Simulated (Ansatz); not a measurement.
We consider 1T (CdI2-type) PtSe2, described by HSE06 (PAW; Ansatz, a program for electronic structure).

Numerical settings: plane-wave cutoff 500 eV, 12×12×4 k mesh (along the axes of the cell as run), Fermi–Dirac smearing 0.05 eV, scalar-relativistic PAW data made under PBE.

Cell (relaxed at this level):

```yaml
crystal:
  lattice:
    - [1.84699, -3.19909, 0.00000]
    - [1.84699, 3.19909, 0.00000]
    - [0.00000, 0.00000, 6.61962]
  atoms:
    - { symbol: Pt, position: [0.00000, 0.00000, 0.00000] }
    - { symbol: Se, position: [0.33333, 0.66667, 0.19676] }
    - { symbol: Se, position: [0.66667, 0.33333, 0.80324] }
```

Problem. What does this level give for the band gap?

Solution. 
* **band gap**: 1.60 eV (on the SCF k mesh)

Measured, for comparison: band gap 0 eV (temperature not stated, no zero-point or thermal correction, semimetal, ARPES; as tabulated in Two-dimensional noble-metal chalcogenides and phosphochalcogenides, Angew. …).

Note: exact exchange on metals is sensitive to the k mesh and can open a false gap; the cell comes from a level without a dispersion term, which matters for the spacing of layers, chains or molecules; the cell has widely spaced layers and the level no dispersion term, so their spacing and the moduli can rest on weak binding.

Spin–orbit coupling is not included; with these elements it can move the gap by several tenths of an eV or more.

The result took around 2.2 core-hours (rough).
